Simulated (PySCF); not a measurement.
A rate constant, worked out

An elementary step of SiNH₄Cl, closed shell (SiNH₄Cl ([NH2][SiH2][Cl]) → SiNH₂Cl ([NH][SiH][Cl]) + H₂; Si–H, N–H broken or loosened, H–H formed or tightened). The start structure is the reactant molecule, and the electronic barrier above it is 3.524 eV by CCSD(T) at an estimated basis limit (MP2 extrapolated from triple and quadruple zeta, plus CCSD(T) − MP2 in triple zeta). Program: PySCF 2.14 with density fitting (its default auxiliary sets; JK sets also for MP2 and CCSD(T)). Basis: def2-TZVPP and def2-QZVPP. Cores are frozen in the correlated methods. Extrapolation: Hartree–Fock as exp(−7.88 √X), correlation as X^−2.97. Harmonic wavenumbers (analytic Hessian with the translational sum rule) at PBE0-D4/def2-TZVP (PySCF 2.14 with density fitting (its default auxiliary sets; JK sets also for MP2 and CCSD(T))), in cm⁻¹:

Start: 233, 240, 429, 526, 536, 758, 875, 899, 911, 940, 1585, 2257, 2268, 3604, 3697.

Saddle: 1056i, 247, 264, 306, 533, 665, 710, 834, 951, 1028, 1150, 1840, 2229, 2381, 3687.

Q: Work out the transition-state-theory rate constant at 900 K from these numbers alone (harmonic vibrations; rotation, path degeneracy and anharmonicity left out), and the Wigner tunnelling factor. Use 1 cm⁻¹ = 1.2398 × 10⁻⁴ eV and k_B = 8.617 × 10⁻⁵ eV/K.

A: Zero-point energies, half the sums: start 19758/2 cm⁻¹ = 1.2248 eV; saddle, real modes only, 16825/2 cm⁻¹ = 1.0430 eV.
Barrier with zero-point energy: 3.524 + 1.0430 − 1.2248 = 3.3422 eV.
k_BT = 0.07756 eV, so the barrier is 43.09 k_BT.
Vibrational partition functions from the zero-point level, ln q = −Σ ln(1 − exp(−hν/k_BT)): start 5.697, saddle 5.553.
k = (k_BT/h) exp(ln q‡ − ln q) exp(−E0/k_BT), with log₁₀(k_BT/h in s⁻¹) = 13.27: log₁₀ k = 13.27 + (-0.144 − 43.09)/2.3026 = -5.51, so k ≈ 3 × 10^(-6) s⁻¹.
Wigner factor: 1 + (hν‡/k_BT)²/24 = 1 + (1.69)²/24 = 1.12. A change of 1 kcal/mol (0.043 eV) in the barrier would change k by a factor of 1.7 at this temperature.

No T1 diagnostic of these runs exceeds 0.017.

Labels in which every atom is bracketed show which atoms are joined, not bond orders.

For scale, one of the runs: CCSD(T)/def2-TZVPP, 171 basis functions, launched by `OMP_NUM_THREADS=4 python run.py`. Time: 2.8 min of wall clock on 4 CPU threads of an Arm Neoverse V2; the host was shared. Peak host memory: 1.4 GiB.
